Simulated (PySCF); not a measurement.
Electron affinity of Al by level of theory

Al⁻ [Ne] 3s2 3p2 (3P) → Al [Ne] 3s2 3p1 (2P), as a difference of total energies. Calculation: PySCF 2.14, in aug-cc-pwCVDZ; the non-relativistic Hamiltonian (point nucleus). Correlated levels: valence: [Ne] frozen; valence and next inner shell: 1s2 frozen; nothing frozen. The calculations carry no spin-orbit coupling.

```tsv
method	electron affinity (eV)
UHF	0.020
LDA	0.640
PBE	0.584
PBE0	0.539
r2SCAN	0.614
revPBE	0.564
r2SCAN0	0.569
PW91	0.607
wB97X-V	0.287
MP2 (valence)	0.314
SCS-MP2 (valence)	0.221
MP2 (valence and next inner shell)	0.299
SCS-MP2 (valence and next inner shell)	0.209
MP2 (all electrons)	0.300
SCS-MP2 (all electrons)	0.209
```

**Question.** How much does correlation contribute at MP2 (all electrons)?

**Answer.** 0.300 − (0.020) = 0.280 eV, measured against UHF.

Errors of the correlated levels include the incompleteness of this basis and the frozen core.

In the anion the highest occupied orbital energy is positive at LDA, PBE, PBE0, r2SCAN, revPBE, r2SCAN0, PW91, a self-interaction effect; the basis confines that electron, and the energy difference can still be sensible.

For comparison: 0.433 eV (measured; photodetachment measurements, as compiled on the Wikipedia data page of electron affinities).
